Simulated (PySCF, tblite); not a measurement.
# 2,3-pentadiene (C5H8): geometry, infrared bands, NMR shifts and spin-spin couplings

Aim: predict the infrared bands, NMR shifts and spin-spin couplings of 2,3-pentadiene (C5H8) (`CC=C=CC`).

Computed with tblite 0.8.0 and PySCF 2.14.0, with density-fitted response routines of our own, on a single molecule in the gas phase. Atoms count from 0, in the outputs and in this text.

## Step 1: The starting structure

13 atoms, charge 0, multiplicity 1; geometry from: force field or distance geometry start.

Bonds of the start (Å): C0–C1 1.48, C1–C2 1.29, C2–C3 1.31, C3–C4 1.48, C0–H5 1.09, C0–H6 1.13, C0–H7 1.13, C1–H8 1.06, C3–H9 1.06, C4–H10 1.10, C4–H11 1.11, C4–H12 1.10.

## Step 2: Relaxing the molecule with GFN2-xTB

What the job is given:

```
{"job": {"kind": "relax", "xc": "GFN2-xTB", "basis": "xTB"}, "charge": 0, "multiplicity": 1}
C      2.155100     0.149700     0.303400
C      1.195300    -0.119500    -0.794900
C      0.006400    -0.471100    -0.423500
C     -1.206600    -0.787900    -0.060300
C     -2.131100     0.338200     0.182700
H      3.148500     0.331900    -0.099500
H      1.786300     1.109600     0.781500
H      2.126400    -0.653100     1.094400
H      1.395300    -0.074200    -1.833400
H     -1.421900    -1.821800     0.064800
H     -2.677300     0.613500    -0.730400
H     -1.532000     1.222900     0.500900
H     -2.848800     0.162200     0.996600
```

Command:

```
> OMP_NUM_THREADS=1 python probes_run.py task.json out
```

The driver reads the jobs from task.json and runs them one after another.

**Question.** This job is followed by: GFN2-xTB harmonic vibrations, gas phase; GIAO PBE0/pcSseg-1 NMR shielding, non-relativistic, gas phase; B3LYP/pcJ-1 indirect spin-spin coupling, non-relativistic, gas phase. Predict these results of the whole session: strongest single infrared mode (GFN2-xTB); zero-point energy (GFN2-xTB); 13C shifts against TMS (PBE0/pcSseg-1, means over atoms taken as alike); 1H shifts against TMS (PBE0/pcSseg-1, means over atoms taken as alike); largest coupling of the table (B3LYP/pcJ-1).

**Answer**, as computed:

| quantity | value |
| --- | --- |
| strongest single infrared mode (GFN2-xTB) | 3014 cm⁻¹, 64 km/mol |
| zero-point energy (GFN2-xTB) | 69.2 kcal/mol |
| 13C shifts against TMS (PBE0/pcSseg-1, means over atoms taken as alike) | 216.8, 91.4, 18.7 ppm |
| 1H shifts against TMS (PBE0/pcSseg-1, means over atoms taken as alike) | 5.29, 1.78 ppm |
| largest coupling of the table (B3LYP/pcJ-1) | 1J(C,H) C1–H8, 167.3 Hz |

What this shows: Relaxing lowered the energy by 0.414 eV in 103 steps; the close pair that moved most is C0–H6, from 1.134 to 1.090 Å. All 33 modes are real, so the xTB geometry is a minimum. Unscaled tight-binding wavenumbers are off by several per cent, some by more. Its intensities can rank the bands wrongly. The most deshielded carbon is C2 (central carbon of an allene), at 216.8 ppm: the central sp carbon of an allene is among the most deshielded carbons of hydrocarbons. The most deshielded hydrogen is H8, H9 (mean) (hydrogen on a terminal carbon of a cumulated C=C=C unit), at 5.29 ppm: olefinic region. At PBE0/pcSseg-1: The widest tensor belongs to C1, C3: span 151 ppm, with a paramagnetic part of -165 ppm. In the run at B3LYP/pcJ-1, the largest coupling of the table is C1–H8 (mean over like pairs), 167.3 Hz, of which the Fermi-contact term gives 165.8 Hz.
